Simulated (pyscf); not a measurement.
PySCF, gas phase, ωB97X-D3(BJ)/def2-SVP geometries.

Question: How much does it cost (ΔH, 298 K, ωB97M-D3(BJ)/def2-TZVP) to split H₂N–SiH(SiH₃)–SiH₃ at its N–Si bond into NH₂• + H₃Si–SiH•–SiH₃?

Answer: N–Si to NH₂• + H₃Si–SiH•–SiH₃: 95.7 kcal/mol. The 7 functionals that were run give +87.9 (r²SCAN) to +95.7 kcal/mol (ωB97M-D3(BJ)/def2-TZVP). H₂N–SiH(SiH₃)–SiH₃ lies 28.9 kcal/mol over its isomer H₃Si–N(SiH₃)–SiH₃ (electronic energy, ωB97M-D3(BJ)/def2-TZVP). Other isomers of H₃Si–SiH•–SiH₃ were not searched in full and may lie lower.
